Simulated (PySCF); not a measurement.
Calculation: B3LYP-D3(BJ)/def2-TZVP (PySCF 2.14.0). All species are isolated molecules in the gas phase. B3LYP has the VWN-RPA correlation part, as in Gaussian. Delta-SCF ions had no search for a lower state. 

Reference species (SMILES): `C#N` (neutral, multiplicity 1).

```yaml
LUMO: -0.02 eV
vertical ionisation energy (Delta-SCF): 13.73 eV
HOMO–LUMO gap: 10.15 eV
HOMO: -10.16 eV
```

Changed species: `C[S@](=O)C#N` (X = methylsulfinyl; the reference has X = H).

Problem. Give the shifts of the LUMO, vertical ionisation energy (Delta-SCF), HOMO–LUMO gap and HOMO.

Solution. the LUMO decreases by 1.55 eV, to -1.57 eV; the vertical ionisation energy (Delta-SCF) falls by 3.49 eV, to 10.24 eV; the HOMO–LUMO gap drops by 3.93 eV, to 6.22 eV; the HOMO increases by 2.37 eV, to -7.79 eV.
